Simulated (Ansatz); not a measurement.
Relaxed structures of SiHS$_{2}$ (charge -1), singlet (PBE0-D4/def2-TZVPD; forces vanish, vibrations not checked; lower isomers may exist, and structures with a doubtful reference or unclear bonds are left out; Å). Ansatz 0.2.0; basis: def2-TZVPPD; cores frozen in the correlated methods.

Question: Rank them by CCSD(T) energy, lowest first, and give each one's height above the lowest. Links in brackets join atoms within 1.22 times the sum of their covalent radii (1.1 for two metals). (Judge from chemistry; the value comes from the calculation.)
A.
SiHS₂ ([SiH][S][S]), total charge -1
```
4
angstrom
S -2.1401 -0.2727 -0.0857
Si -0.0743 -0.1922 0.1742
S -2.9951 -1.8534 0.8382
H -0.0663 1.0939 -0.6818
```
B.
SiHS₂ ([S][SiH][S]), total charge -1
```
4
angstrom
S -1.8149 -0.8088 0.0518
Si 0.0002 0.0151 -0.0075
S 1.7976 -0.5657 0.6319
H 0.0171 1.3594 -0.6762
```
C.
SiHS₂ ([S][Si][SH]), total charge -1
```
4
angstrom
S -2.1281 -0.5090 -0.0468
Si 0.0174 0.1286 -0.3882
S 1.1327 -0.8551 0.9866
H -1.8727 -1.3383 0.9811
```

Answer: Computed: B (0.0 kJ/mol), C (80.0 kJ/mol), A (250.5 kJ/mol). Heights count from the lowest.

The T1 diagnostic stays at or below 0.029.

For scale, one of the runs: CCSD(T)/def2-TZVPPD, 167 basis functions, launched by `ansatz run in.yaml --threads 2 --pin off --events-out ev --progress --plain --max-ram 4352MiB`. The run took 17 s on 2 CPU threads of an Arm Neoverse V1 (shared host), with 1.1 GiB of host memory at its peak.
